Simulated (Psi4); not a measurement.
Reaction (SMILES): ClC=C + 3 [H][H] (H2) → 2 C (CH4) + Cl (HCl)
B3LYP-D3(BJ)/def2-TZVP geometries, fixed; electronic energies without zero-point terms.
Largest species:
```xyz
6

C      0.0112     0.7589    -0.0124
C      1.3049     1.0233     0.0034
Cl    -0.6370    -0.8532     0.0042
H     -0.7591     1.5163    -0.0370
H      2.0529     0.2431     0.0280
H      1.6388     2.0524    -0.0084
```

Basis-set convergence of the energy of full hydrogenation at HF with Psi4. All functions are spherical. Density fitting with the program's default auxiliary sets. No added dispersion term, no relativity. Functions are those of the species that has most. Reference: the value in def2-QZVPP, -83.18 kcal/mol. Deviations are taken from unrounded values.

```tsv
basis	functions	energy of full hydrogenation (kcal/mol)	minus reference (kcal/mol)
def2-SV(P)	52	-81.22	1.96
def2-SVP	61	-89.04	-5.87
def2-SVPD	91	-89.18	-6.00
def2-TZVP	117	-82.56	0.62
def2-TZVPP	146	-83.38	-0.20
def2-TZVPD	147	-82.66	0.52
def2-TZVPPD	176	-83.46	-0.28
def2-QZVPP	274	-83.18	0.00
```

The smallest set listed that lies within 1 kcal/mol of the reference with all its larger relatives (same family, alike in diffuse functions; a set with none counts only in the reference's own line) is def2-TZVP (117 functions, 0.62 kcal/mol off).
